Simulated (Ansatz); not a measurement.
A made-up structure of CHOS (charge -1), singlet:

O1  (-0.744, 0.268, -0.235)
C2  (-0.462, -0.684, 0.353)
S3  (1.131, -0.472, 0.396)
H4  (0.075, 0.889, -0.514)
(Å)

It is relaxed with PBE-D4/def2-SVPD and then PBE0-D4/def2-TZVPD (Ansatz 0.2.0). Atoms count as bonded within 1.22 times the sum of their covalent radii (H–H: 0.88 Å). The end point is not checked to be a true minimum.

Question: Does its bonding change? (Judge from chemistry; the calculation decides.)

Answer: Computed: No: no bond forms or breaks.

Where it ends: The first stage lowers the energy by 2.48 eV in 6 steps. It ends as CHOS ([OH][C][S]), total charge -1:
O1  (-0.851, 0.389, -0.317)
C2  (-0.375, -0.679, 0.359)
S3  (1.304, -0.662, 0.525)
H4  (-0.078, 0.952, -0.567)
(Å)

Labels in which every atom is bracketed show which atoms are joined, not bond orders.

For scale, one of the runs: PBE0-D4/def2-TZVPD relaxation, 132 basis functions, launched by `ansatz run in.yaml --threads 2 --pin off --events-out ev --progress --plain --max-ram 4352MiB`. Hardware: 2 CPU threads of an Intel Xeon Platinum 8488C, shared host. Wall time about 9.5 s.
